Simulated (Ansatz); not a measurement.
A calculation on 1T (CdI2-type) HfS2 returned lattice constant a 3.649 Å, lattice parameter c 6.598 Å.

For reference: lattice constant a 3.635 Å (measured, temperature not stated, not corrected to a static lattice; as tabulated in Björkman (2014), arXiv:1406.2436); lattice parameter c 5.83 Å (measured, temperature not stated, zero-point anharmonic expansion removed (computed with revB86b-DF2); no thermal correction; as tabulated in Björkman (2014), arXiv:1406.2436).

Task: Which level of theory produced these numbers?
(A) PBE0 (Ansatz, a program for electronic structure)
(B) LDA (Ansatz)
(C) PBEsol (Ansatz)
(D) PBE-D4 (Ansatz)

Result: A, PBE0 (Ansatz)

The others give: PBE-D4 3.616 Å, 5.861 Å; LDA 3.555 Å, 5.679 Å; PBEsol 3.592 Å, 5.941 Å.

Unless a cell is named, each level is at its own relaxed cell (LDA 20.72, PBE-D4 22.12, PBE0 25.36, PBEsol 22.13 Å³/atom).

Caveats: LDA has no dispersion term either, though it tends to give short spacings of layers, chains or molecules (LDA); the cell comes from a level without a dispersion term, which matters for the spacing of layers, chains or molecules (PBEsol, PBE0). Ansatz's density-functional and Hartree–Fock values are scalar-relativistic unless marked +SOC, with PAW data made under PBE.
